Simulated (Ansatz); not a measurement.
Reaction (SMILES): ClB(Cl)Cl → Cl[B]Cl + Cl atom
B3LYP-D3(BJ)/def2-TZVP geometries, fixed; electronic energies without zero-point terms.

Energies in hartree at PBE with Ansatz (a program for electronic structure); the bond dissociation energy is their sum with the coefficients shown, times 627.509 kcal/mol a hartree. All functions are spherical. Open shells are unrestricted. No added dispersion term, no relativity.

```
species    coefficient  part  cc-pV(D+d)Z  cc-pV(T+d)Z  cc-pV(Q+d)Z
---------  -----------  ----  -----------  -----------  -----------
ClB(Cl)Cl           -1   PBE  -1404.98932  -1405.04137  -1405.05447
Cl[B]Cl             +1   PBE   -944.84948   -944.88644   -944.89594
Cl atom             +1   PBE   -459.94929   -459.96552   -459.96943
```

Q: Predict the bond dissociation energy in cc-pV(5+d)Z (X = 5): let each PBE step shrink by the ratio of the last two. Compare with the run.

A: 
- ClB(Cl)Cl: steps -0.05205 and -0.01310, ratio 0.252, so PBE -1405.05777 (run: -1405.06505).
- Cl[B]Cl: steps -0.03696 and -0.00950, ratio 0.257, so PBE -944.89838 (run: -944.90336).
- Cl atom: steps -0.01623 and -0.00391, ratio 0.241, so PBE -459.97037 (run: -459.97270).
Predicted 118.61 kcal/mol; the run in cc-pV(5+d)Z gives 118.59, a miss of 0.02. Keeping the value in cc-pV(Q+d)Z, 118.66, would miss by 0.07. All sums are of the energies as printed.
